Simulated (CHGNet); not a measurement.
**Rutile CrO2**

These are the machine-learned potential CHGNet-r²SCAN (trained on r²SCAN data) values and carry that method's errors.

Cell: relaxed at this level.

lattice constant a: 4.384 Å
lattice parameter c: 2.959 Å

Measured, for comparison: lattice constant a 4.419 Å, lattice parameter c 2.915 Å (room temperature, no zero-point or thermal correction; as tabulated in Hiroi (2015), arXiv:1503.02262). Computed (rounded) less measured: lattice constant a -0.8 %, lattice parameter c +1.5 %. A static lattice is as a rule a little smaller and stiffer than an uncorrected measurement, which narrows the difference in the lattice constant a and would widen misses of the other sign.

A machine-learned potential is trained on density-functional data: it inherits that level's misses and adds fitting errors of its own.

Note: the model gives imaginary modes for this phase (in the spectrum interpolated from a supercell); the model's elastic tensor is not positive definite here.
